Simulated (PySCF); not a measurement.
input.py for SiS

The script input.py:

```python
from pyscf import gto, scf, mp

mol = gto.M(
    atom='Si 0 0 0; S 0 0 1.795',
    basis='6-311++g**',
    charge=0,
    spin=0,
    verbose=4,
)
mf = scf.UHF(mol)
mf.kernel()
mp.MP2(mf, frozen=10).kernel()
mf.dip_moment()
print('orbital energies (hartree):', [e[max(0, n-3):n+3].round(4) for e, n in zip(mf.mo_energy, mol.nelec)])
```

```bash
$ OMP_NUM_THREADS=1 python input.py
```

It prints (some set-up lines and the per-cycle HOMO/LUMO lines with their warnings removed):

```
PySCF version 2.14.0

[INPUT] verbose = 4
[INPUT] num. atoms = 2
[INPUT] num. electrons = 30
[INPUT] charge = 0
[INPUT] spin (= nelec alpha-beta = 2S) = 0
[INPUT] symmetry False subgroup None
[INPUT] Mole.unit = angstrom
[INPUT] Symbol           X                Y                Z      unit          X                Y                Z       unit  Magmom
[INPUT]  1 Si     0.000000000000   0.000000000000   0.000000000000 AA    0.000000000000   0.000000000000   0.000000000000 Bohr   0.0
[INPUT]  2 S      0.000000000000   0.000000000000   1.795000000000 AA    0.000000000000   0.000000000000   3.392058393594 Bohr   0.0

nuclear repulsion = 66.0365990228858
number of shells = 28
number of NR pGTOs = 98
number of NR cGTOs = 60
basis = 6-311++g**
ecp = {}

******** <class 'pyscf.scf.uhf.UHF'> ********
method = UHF
initial guess = minao
damping factor = 0
level_shift factor = 0
DIIS = <class 'pyscf.scf.diis.CDIIS'>
diis_start_cycle = 1
diis_space = 8
diis_damp = 0
SCF conv_tol = 1e-09
SCF conv_tol_grad = None
SCF max_cycles = 50
direct_scf = True
direct_scf_tol = 1e-13
number electrons alpha = 15  beta = 15
Set gradient conv threshold to 3.16228e-05
init E= -686.65674002302
cycle= 1 E= -686.430634197719  delta_E= 0.226  |g|= 0.228  |ddm|= 1.08
cycle= 2 E= -686.457911178577  delta_E= -0.0273  |g|= 0.154  |ddm|= 0.572
cycle= 3 E= -686.471934443453  delta_E= -0.014  |g|= 0.0173  |ddm|= 0.185
cycle= 4 E= -686.472185197955  delta_E= -0.000251  |g|= 0.00508  |ddm|= 0.0421
cycle= 5 E= -686.472212195002  delta_E= -2.7e-05  |g|= 0.000919  |ddm|= 0.0159
cycle= 6 E= -686.472213396963  delta_E= -1.2e-06  |g|= 0.000345  |ddm|= 0.00319
cycle= 7 E= -686.472213755166  delta_E= -3.58e-07  |g|= 0.00025  |ddm|= 0.00111
cycle= 8 E= -686.472214116975  delta_E= -3.62e-07  |g|= 0.000172  |ddm|= 0.00128
cycle= 9 E= -686.472214416143  delta_E= -2.99e-07  |g|= 7.78e-05  |ddm|= 0.00162
cycle= 10 E= -686.472214474914  delta_E= -5.88e-08  |g|= 1.63e-05  |ddm|= 0.000945
cycle= 11 E= -686.472214476018  delta_E= -1.1e-09  |g|= 3.76e-06  |ddm|= 0.000126
cycle= 12 E= -686.472214476044  delta_E= -2.57e-11  |g|= 1.45e-06  |ddm|= 1.25e-05
Extra cycle  E= -686.472214476046  delta_E= -2.73e-12  |g|= 7.94e-07  |ddm|= 5.13e-06
converged SCF energy = -686.472214476046  <S^2> = 8.8817842e-12  2S+1 = 1

******** <class 'pyscf.mp.ump2.UMP2'> ********
nocc = (np.int64(5), np.int64(5)), nmo = (50, 50)
frozen orbitals 10
E(UMP2) = -686.669768287155  E_corr = -0.197553811108482
E(SCS-UMP2) = -686.666904912452  E_corr = -0.19469043640532
E_corr(same-spin) = -0.0488932349132979
E_corr(oppo-spin) = -0.148660576195184
Dipole moment(X, Y, Z, Debye): -0.00000, -0.00000, -1.75533
orbital energies (hartree): [array([-0.4124, -0.4124, -0.3887,  0.0264,  0.0264,  0.0594]), array([-0.4124, -0.4124, -0.3887,  0.0264,  0.0264,  0.0594])]
```

In short: E(SCF) = -686.472214 Eh, 12 cycles, E(MP2) − E(SCF) = -0.19755 Eh, μz(SCF) = -1.76 D.

Run time: 1.5 s on 1 thread of Intel Xeon Platinum 8375C @ 2.90GHz (shared host), peak memory 0.13 GiB.

The bond length is a typed value, not an optimised one. No search for the lowest solution was made.
